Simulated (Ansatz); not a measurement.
The first iterations of a band of Cl2H2Si + H (6 atoms, charge 0, multiplicity 2).

These are results of Ansatz 0.2.0, UHF/def2-SVP, not measurements.

| Quantity | Value |
| --- | --- |
| movable images | 7 |
| climbing image | yes |
| spring | 5.0 eV/Å² |
| optimiser | quadratic models (default) |
| start path | through a guess of the saddle point |
| force threshold | 0.03 eV/Å |
| iteration limit | 60 |
| end points | relaxed |

Initial state:

```xyz
6
Properties=species:S:1:pos:R:3
Si -0.015 0.000 -0.391
H -0.036 0.000 1.075
H 1.346 0.000 -0.935
Cl -0.985 1.686 -1.064
Cl -0.985 -1.686 -1.064
H 0.045 0.000 4.854
```

Final state:

```xyz
6
Properties=species:S:1:pos:R:3
Si -0.025 0.000 -0.893
H -0.216 0.000 3.653
H 1.370 0.000 -1.368
Cl -0.966 1.694 -1.604
Cl -0.966 -1.694 -1.604
H 0.174 0.000 4.291
```

| iteration | highest image above the first end (eV) | largest band force component (eV/Å) |
| --- | --- | --- |
| 1 | 0.801 | 3.504 |
| 2 | 0.747 | 2.959 |
| 3 | 0.724 | 6.066 |
| 4 | 0.329 | 1.791 |

Question: Does the band converge within its limit, and where does its top end?

Answer: The forces met the threshold. It ended after 14 iterations with the highest image 0.716 eV above the first end. A vibrational analysis at the climbing image gives one clearly imaginary mode, 2006i cm⁻¹: a first-order saddle point.

The run took 90 s on 1 thread of Arm Neoverse V2 (shared host), peak memory 0.15 GiB.
